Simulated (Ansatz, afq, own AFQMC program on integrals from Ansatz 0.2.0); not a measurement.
**Where AFQMC and coupled cluster stand for BClF, doublet**

```xyz
3

F     1.2556    0.2618   -0.4349
B     0.0889   -0.0609    0.0437
Cl   -1.3937    0.5753   -0.6120
```

Connectivity, by distances: F–B–Cl.

Basis def2-TZVP. Only valence electrons are correlated. Ansatz 0.2.0 and our own AFQMC program on the same integrals; the CISD trial comes from CCSD amplitudes, and released means the phaseless constraint is let go. ± is one standard error of the sampling.

Determinant: UHF, the one that the program's search chose, which needn't be the lowest solution. The geometry is a PBE0/def2-SVP stationary point of this or a neighbouring charge and spin state.

No full CI on the walks' own integrals is used here. The released AFQMC energy serves as the reference, which it does only where one determinant dominates, the energy is flat over the last release times and near the phaseless one (40 meV or 2 meV an electron, half that with transition metals). On small molecules, where full CI could be run and the noise was under 10 meV, such values lay within 10 meV of it in 19 cases of 20, a flattering rate, since the rule was set on those same cases; what remains of the bias isn't in the error bar.

Cautions: the released value is read at 1.50 1/Eh with a noise of 12 meV, more than in the cases checked (meV from the phaseless value at times in 1/Eh: -6 ± 6 at 0.24, -17 ± 8 at 0.51, -18 ± 16 at 0.99, -4 ± 12 at 1.50).

The T1 diagnostic is 0.0153, the weight of the determinant in the CISD state is 0.859 and the ⟨S²⟩ of the determinant is 0.754. The size of the correlated space is 17 electrons in 92 orbitals.

```
  level  correlation energy (eV)
    MP2                 -13.6629
   CCSD                 -14.2184
CCSD(T)                 -14.7499
```

Question: Estimate where AFQMC with the constraint released lies against CCSD(T) on the same integrals.

Answer: 3.4 ± 1.1 kJ/mol below CCSD(T).

Reference: AFQMC with the constraint released, correlation energy -14.785 ± 0.012 eV.

| level | E − E(reference) (kJ/mol) | share of correlation (%) |
| --- | --- | --- |
| CCSD(T) | 3.4 ± 1.1 | 99.76 |
| ph-AFQMC/CISD | 0.4 ± 1.3 | 99.97 |

A walk keeps the symmetry of its determinant, which the program's search chose and which needn't be the lowest solution, so a lower state of the same spin and another symmetry isn't excluded. Released energies are given only where the last usable release times agree within the noise; a slower fall can still hide under it.
